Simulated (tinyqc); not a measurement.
CCSD on RHF in the sto-3g basis, frozen core, for NH3, spin multiplicity 1, step by step. One step of it, computed by the program tinyqc.

Problem. CCSD: starting amplitudes. t_ij^ab = <ij||ab> / (e_i + e_j - e_a - e_b), whose energy is MP2.

orbital energies (hartree): MO1 -15.318548, MO2 -1.021773, MO3 -0.512931, MO4 -0.512917, MO5 -0.340161, MO6 0.494323, MO7 0.602133, MO8 0.602240

Two-electron integrals over orbitals (pq|rs), unique and non-zero (hartree); the lowest 1 orbital is frozen and left out:
```
(22|22) 0.599411    (32|32) 0.116647    (33|22) 0.535517    (33|33) 0.549947
(42|22) -0.000051   (42|33) -0.046476   (42|42) 0.116607    (43|32) -0.046461
(43|43) 0.043579    (44|22) 0.535439    (44|33) 0.462718    (44|42) 0.046497
(44|44) 0.549912    (52|22) -0.004641   (52|33) 0.000480    (52|42) 3.11e-06
(52|44) 0.000463    (52|52) 0.103277    (53|32) -0.007109   (53|43) 0.012795
(53|53) 0.030112    (54|22) 0.000024    (54|33) 0.012820    (54|42) -0.007132
(54|44) -0.012791   (54|52) 0.000034    (54|54) 0.030121    (55|22) 0.590664
(55|33) 0.517061    (55|42) 0.000027    (55|44) 0.517031    (55|52) 0.096155
(55|54) 0.000062    (55|55) 0.734006    (62|22) 0.121632    (62|33) 0.070027
(62|42) 0.000077    (62|44) 0.069978    (62|52) -0.015763   (62|54) 0.000044
(62|55) 0.112108    (62|62) 0.090631    (63|32) -0.025607   (63|43) 0.034258
(63|53) 0.015929    (63|63) 0.058849    (64|22) 0.000241    (64|33) 0.034463
(64|42) -0.025750   (64|44) -0.034179   (64|52) 0.000079    (64|54) 0.015993
(64|55) 0.000280    (64|62) 0.000203    (64|64) 0.059076    (65|22) -0.065893
(65|33) -0.031673   (65|42) 0.000084    (65|44) -0.031575   (65|52) 0.014905
(65|54) 0.000016    (65|55) -0.068838   (65|62) -0.054718   (65|64) -0.000128
(65|65) 0.040502    (66|22) 0.518848    (66|33) 0.480917    (66|42) 0.000308
(66|44) 0.481240    (66|52) -0.050822   (66|54) -0.000084   (66|55) 0.473948
(66|62) 0.084271    (66|64) -0.000069   (66|65) -0.048487   (66|66) 0.510895
(72|22) -0.000254   (72|33) 0.012439    (72|42) 0.034464    (72|44) -0.012703
(72|52) 0.000005    (72|54) 0.022061    (72|55) -0.000243   (72|62) -0.000082
(72|64) 0.037506    (72|65) 0.000120    (72|66) -0.000149   (72|72) 0.056117
(73|32) 0.038989    (73|43) -0.014960   (73|53) -0.011855   (73|63) -0.029547
(73|73) 0.033914    (74|22) 0.115339    (74|33) 0.086827    (74|42) -0.038865
(74|44) 0.057100    (74|52) 0.045670    (74|54) 0.011845    (74|55) 0.152390
(74|62) 0.076249    (74|64) 0.029672    (74|65) -0.039483   (74|66) 0.043163
(74|72) 0.004449    (74|74) 0.138652    (75|22) 0.000068    (75|33) -0.020366
(75|42) 0.047398    (75|44) 0.020463    (75|52) -0.000051   (75|54) 0.015355
(75|55) 0.000075    (75|62) 0.000111    (75|64) -0.021206   (75|65) 0.000016
(75|66) 0.000204    (75|72) 0.014603    (75|74) -0.018383   (75|75) 0.043108
(76|22) -0.000025   (76|33) -0.048112   (76|42) 0.091175    (76|44) 0.048196
(76|52) 0.000108    (76|54) -0.021768   (76|55) 0.000109    (76|62) -3.02e-06
(76|64) -0.044808   (76|65) 0.000108    (76|66) 0.000293    (76|72) 0.004135
(76|74) -0.045311   (76|75) 0.036220    (76|76) 0.098273    (77|22) 0.539898
(77|33) 0.470591    (77|42) 0.028419    (77|44) 0.544178    (77|52) 0.018009
(77|54) -0.014894   (77|55) 0.544774    (77|62) 0.078037    (77|64) -0.037252
(77|65) -0.032560   (77|66) 0.487612    (77|72) -0.022261   (77|74) 0.074607
(77|75) 0.014375    (77|76) 0.040737    (77|77) 0.566659    (82|32) 0.034434
(82|43) 0.012609    (82|53) 0.022063    (82|63) 0.037505    (82|73) -0.004739
(82|82) 0.056116    (83|22) 0.115277    (83|33) 0.057044    (83|42) 0.038977
(83|44) 0.086858    (83|52) 0.045665    (83|54) -0.011808   (83|55) 0.152379
(83|62) 0.076241    (83|64) -0.029375   (83|65) -0.039401   (83|66) 0.043466
(83|72) -0.004812   (83|74) 0.072989    (83|75) 0.018526    (83|76) 0.045535
(83|77) 0.098786    (83|83) 0.138762    (84|32) 0.038976    (84|43) -0.014911
(84|53) -0.011820   (84|63) -0.029448   (84|73) 0.032058    (84|82) -0.004657
(84|84) 0.033823    (85|32) 0.047390    (85|43) -0.020382   (85|53) 0.015372
(85|63) -0.021119   (85|73) 0.018497    (85|82) 0.014595    (85|84) 0.018478
(85|85) 0.043090    (86|32) 0.091087    (86|43) -0.047993   (86|53) -0.021687
(86|63) -0.044497   (86|73) 0.045488    (86|82) 0.004185    (86|84) 0.045431
(86|85) 0.036148    (86|86) 0.097973    (87|32) -0.028924   (87|43) 0.037058
(87|53) 0.015009    (87|63) 0.037607    (87|73) -0.012437   (87|82) 0.022085
(87|84) -0.012375   (87|85) -0.014527   (87|86) -0.041068   (87|87) 0.040335
(88|22) 0.539930    (88|33) 0.544383    (88|42) -0.028754   (88|44) 0.470393
(88|52) 0.018009    (88|54) 0.015010    (88|55) 0.544763    (88|62) 0.078097
(88|64) 0.037754    (88|65) -0.032628   (88|66) 0.487326    (88|72) 0.021926
(88|74) 0.098901    (88|75) -0.014435   (88|76) -0.040992   (88|77) 0.486711
(88|83) 0.074350    (88|88) 0.566962
```

Give: Starting amplitudes; correlation energy.

Solution.

Starting amplitudes (spin orbitals 1a, 1b, ...; amplitudes related by a flip of all spins are not repeated; the 24 largest):
```
from      to       t
3a 3b  8a 8b  -0.062
4a 4b  7a 7b  -0.062
3a 4b  7b 8a   0.033
2a 2b  6a 6b  -0.030
4a 4b  6a 6b  -0.029
3a 3b  6a 6b  -0.029
2a 4b  6a 7b  -0.029
2a 3b  6a 8b  -0.029
5a 5b  6a 6b  -0.024
2a 5b  6a 6b   0.023
5a 5b  7a 7b  -0.023
5a 5b  8a 8b  -0.023
4a 5b  6b 7a  -0.020
3a 5b  6b 8a  -0.020
3a 4a  7a 8a   0.018
2a 2b  7a 7b  -0.017
2a 2b  8a 8b  -0.017
3a 3b  7a 7b  -0.015
4a 4b  8a 8b  -0.015
2a 4a  6a 7a  -0.015
2a 3a  6a 8a  -0.015
3a 4b  7a 8b  -0.014
2a 4b  6b 7a   0.014
2a 3b  6b 8a   0.014
```

correlation energy = -0.06214 hartree
